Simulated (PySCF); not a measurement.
# Structure from NMR data

An unknown has the formula C₆H₁₂. Its calculated NMR data are:

$^{1}$H NMR (400 MHz, computed): δ 5.41 (m, 2H), 2.11 (m, 4H), 0.95 (m, 6H).

$^{13}$C{$^{1}$H} NMR (computed): δ 128.4 (CH, 2C), 25.3 (CH2, 2C), 17.5 (CH3, 2C).

- σ from GIAO-KT3/pcSseg-1
- structure optimised with PBE0-D3(BJ)/def2-SVP
- couplings computed with B3LYP/pcJ-1 (without the spin–dipole term)
- run in PySCF 2.14.0 with density-fitted response routines
- one averaged value for each set of equivalent atoms, a single conformation, non-relativistic Hamiltonian, isolated molecule

Referencing at the same level of theory: $^{1}$H (31.32 ppm), $^{13}$C (182.31 ppm) against TMS.

Q: What is the structure?

A: 
- Rings plus π bonds: 1 (no ring in the answer).
- 3 carbon signals for 6 carbons: some carbons are equivalent by symmetry or fast rotation.
- Carbon types of the structure: 2 × CH, 2 × CH2, 2 × CH3, which accounts for all hydrogens.
- δC 128.4: alkene CH; the olefinic region.
- δC 25.3: allylic sp3 CH2; aliphatic region, no heteroatom directly attached.
- δC 17.5: methyl carbon; a saturated carbon with 1 carbon neighbour and no heteroatom attached.
- δH 5.41: hydrogen on an alkene CH; a vinylic proton, deshielded by the sp2 carbon and the C=C anisotropy.
- δH 2.11: hydrogen on an allylic sp3 CH2; allylic position.
- δH 0.95: hydrogen on a methyl carbon.

The compound is cis-3-hexene.

The shifts were computed for this structure.

Splittings below 1 Hz are ignored in the labels, and close J values are merged. Couplings among chemically equivalent protons are left out too, so labels in AA′BB′ or AA′XX′ sets are apparent multiplicities. Unscaled 3J(H,H) at this level run about 10 % above measured values. Shifts are as computed, not scaled to solution data. Of 1211 compounds with measured shifts, 218 miss one by over three times the rms of a fit or turn the order of signals round; such compounds aren't used in these exercises. Couplings across =CH–CH2 type bonds come from one rotamer and its mirror image, and can be 1–2 Hz further off.
